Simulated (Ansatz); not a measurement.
Relaxed structures of CH₃AlO, singlet (PBE0-D4/def2-TZVP; forces vanish, vibrations not checked; lower isomers may exist, and structures with a doubtful reference or unclear bonds are left out; Å). Program: Ansatz 0.2.0. Basis: def2-TZVPP. Cores are frozen in the correlated methods.

Task: Rank them by CCSD(T) energy, lowest first, and give each one's height above the lowest. Links in brackets join atoms within 1.22 times the sum of their covalent radii (1.1 for two metals). (An estimate is asked for; the value comes from the calculation.)
A.
CH₃AlO ([O][C][AlH3])
```
6
angstrom
C 0.6943 -0.8384 0.5307
Al -0.5378 0.6495 -0.4111
O 1.3358 -1.6131 1.0211
H 0.4629 1.8584 -0.1330
H -1.7853 0.4336 0.5571
H -0.5343 -0.0498 -1.8433
```
B.
CH₃AlO ([CH3][Al][O])
```
6
angstrom
C -0.4125 0.4982 -0.3154
Al 0.6967 -0.8414 0.5325
O 1.6117 -1.9463 1.2321
H 0.0652 1.4791 -0.2639
H -1.3836 0.5609 0.1808
H -0.5774 0.2494 -1.3661
```
C.
CH₃AlO ([CH2][Al][OH])
```
6
angstrom
C -0.4841 0.6653 -0.1994
Al 0.5543 -0.6113 0.5591
O 1.4774 -2.0070 0.7108
H -0.0273 1.6516 -0.2921
H -1.5083 0.7226 0.1718
H 1.6770 -2.6593 0.0416
```

Result: The calculation gives: B (0.00 kcal/mol), C (16.81 kcal/mol), A (18.86 kcal/mol). Heights count from the lowest.

No T1 diagnostic of these runs exceeds 0.024. The restricted Hartree–Fock reference is unstable towards an unrestricted one at one or more of these structures.

For scale, one of the runs: CCSD(T)/def2-TZVPP, 146 basis functions, launched by `ansatz run in.yaml --threads 2 --pin off --events-out ev --progress --plain --max-ram 4352MiB`. The run took 8.5 s on 2 CPU threads of an Intel Xeon Platinum 8488C (shared host), with 0.87 GiB of host memory at its peak.
